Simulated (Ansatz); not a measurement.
# Worked example: the enthalpy of C2H6 → 2 CH3

Species: C2H6 (ethane) `CC`, singlet; CH3 (methyl radical) `[CH3]`, doublet. 

Shapes, held fixed at every level: PBE0-D4/def2-TZVP. Programs: Ansatz 0.2.0. The zero-point and thermal terms to 298 K, harmonic and unscaled (PBE0-D4/def2-TZVP), stand in the table.

At PBE-D4/def2-TZVPP; 1 Eh = 2625.50 kJ/mol:

| species | energy (Eh) | H(298 K) − E (kJ/mol) | tabulated ΔfH (kJ/mol) |
| --- | --- | --- | --- |
| C2H6 | -79.735406 | 207.7 | -83.8 |
| CH3 | -39.789587 | 88.7 | +146.5 |

Problem. Work out the reaction enthalpy at 298 K from the calculation and from the table of heats.

Solution. 
1. Electronic: 2 × (-39.789587) − [(-79.735406)] = 0.156232 Eh = +410.2 kJ/mol.
2. Zero-point and thermal: 2 × (88.7) − [(207.7)] = -30.3 kJ/mol.
3. Computed ΔH = +379.9 kJ/mol.
4. From the heats of formation (Active Thermochemical Tables): 2 × (146.5) − [(-83.8)] = +376.8 kJ/mol.
5. Computed less tabulated: +3.1 kJ/mol. Tabulated heats carry uncertainties of their own.

Open shells run unrestricted unless RO is named.
